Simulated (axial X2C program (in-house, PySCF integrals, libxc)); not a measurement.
**NaAl⁻: from Re and ωe to a spectrum**

A bond curve at the PBE0 level, with spin–orbit coupling, was computed with an in-house relativistic program for diatomic molecules (basis Al dyall-av3z [9s9p3d2f], Na dyall-av3z [10s9p5d2f] (cores contracted in-house)) for the state Ω = 1/2 (⟨Sz⟩ = -0.50, ⟨Lz⟩ = 1.00 at PBE0). Its fit gives Re = 3.1633 Å, ωe = 152.8 cm⁻¹, ωexe = 1.18 cm⁻¹ and αe = 1.503e-03 cm⁻¹; the masses are 26.9815 and 22.9898 u. Two-component means X2C with spin–orbit coupling and atomic mean-field Coulomb and Gaunt terms.

Problem. Find the reduced mass, Be and the force constant.

Solution. From the PBE0 values: μ = 12.4131 u. Be = 16.8576/(μ Re²) = 0.1357 cm⁻¹. k = 5.8918×10⁻⁷ μ ωe² = 0.171 mdyn/Å.

Problem. Where do the fundamental and the first overtone lie?

Solution. ν(1←0) = ωe − 2ωexe = 150.4 cm⁻¹; ν(2←0) = 2ωe − 6ωexe = 298.5 cm⁻¹.

Problem. A Morse curve ties αe to the other constants (Pekeris). How well does that hold?

Solution. αe(Morse) = 6Be²/ωe × (√(ωexe/Be) − 1) = 1.409e-03 cm⁻¹; the PBE0 curve gives 1.503e-03 cm⁻¹, a ratio of 0.94.

Problem. Estimate the centrifugal constant by the Kratzer relation.

Solution. D = 4Be³/ωe² = 4.28e-07 cm⁻¹.

One determinant describes the state; a PBE0 search over occupations chose it and may have missed a lower one. Density functionals use the spin component along the axis (collinear). PBE0 can misorder states that lie within some tenths of an eV, so this need not be the ground state of the molecule. The nearest other 2c determinant of the search, Ω = 3/2, lies 0.01 eV up at the distance of the search. Without a current term, density functionals place determinants with orbital angular momentum somewhat too high. The highest occupied level of some functionals is positive through self-interaction error; at Hartree–Fock it is bound.
